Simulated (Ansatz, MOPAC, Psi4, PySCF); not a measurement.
Reaction (SMILES): O(CO[SiH3])[SiH3] [silyloxymethoxysilane] + 4 [H][H] (H2) → C (CH4) + 2 O (H2O) + 2 [SiH4] (SiH4)

Property: energy of full hydrogenation (enthalpy at 298 K), in kcal/mol. Terms: no dispersion term unless named; no spin-orbit coupling; six Cartesian d functions in 6-31G* and its kin unless marked 5d; LANL2DZ with its own core potentials from Na on; 6-311+G** with 5d, 6d on Na to Ar in Ansatz (a quantum-chemistry and plane-wave program); frozen cores in correlated levels; non-relativistic. Basis-set limits of correlation are two-point, X^-3; Hartree-Fock from the larger set. First-principles rows: single points at B3LYP-D3(BJ) geometries (Ansatz), with unscaled harmonic terms from B3LYP/6-31G* (Ansatz) at its own minima. Semi-empirical rows: MOPAC heats of formation at their own minima for 298 K.

Coupled cluster (Ansatz) is a level with limits of its own, used here on species with T1 under 0.025 (0.045 for open shells) and stable references: CCSD(T)/CBS(cc-pV(T+d)Z,cc-pV(Q+d)Z).

Value to compare with, CCSD(T)/CBS(cc-pV(T+d)Z,cc-pV(Q+d)Z) (Ansatz): -2.9 kcal/mol.

| level | program | energy of full hydrogenation (enthalpy at 298 K) (kcal/mol) | difference |
|---|---|---|---|
| PM6 | MOPAC | 134.0 | 136.9 |
| MNDO | MOPAC | 17.4 | 20.3 |
| PBE/STO-3G | Ansatz | 29.7 | 32.6 |
| PBE/def2-SVP | Ansatz | -2.4 | 0.5 |
| BP86/def2-SVP | PySCF | -2.3 | 0.6 |
| B3LYP/STO-3G | Ansatz | 24.4 | 27.3 |
| B3LYP/6-31G* | Ansatz | 8.5 | 11.4 |
| B3LYP/def2-SVP | Ansatz | -2.9 | 0.0 |
| B3LYP/cc-pVDZ | Ansatz | -8.5 | -5.6 |
| B3LYP/6-311+G** | Ansatz | -17.9 | -15.0 |
| M06-2X/6-311+G** | PySCF | -4.1 | -1.2 |
| wB97X-D/6-311+G** | Psi4 | -17.7 | -14.8 |
| MP2/LANL2DZ | Ansatz | -16.2 | -13.3 |
| MP2/6-31G* | Ansatz | 17.8 | 20.7 |
| PBE/def2-TZVPD | Ansatz | -9.3 | -6.4 |
| wB97M-V/def2-TZVPD | Ansatz | -3.2 | -0.3 |
| B2PLYP-D3(BJ)/def2-TZVPD | Ansatz + dftd3 | -0.7 | 2.2 |

Among the 14 habitual levels, PM6 lies farthest from CCSD(T)/CBS(cc-pV(T+d)Z,cc-pV(Q+d)Z) (Ansatz) (136.9 kcal/mol); 8 of 14 lie above it, and their mean absolute difference is 21.4 kcal/mol, the median 14.1. One case shows no general order.

The levels are drawn from those run, B3LYP/6-31G* more often than the rest, none by its result; left out are runs that failed, that the program found above a lower state of the same kind, or whose <S^2> lies over 0.5 above the pure value.
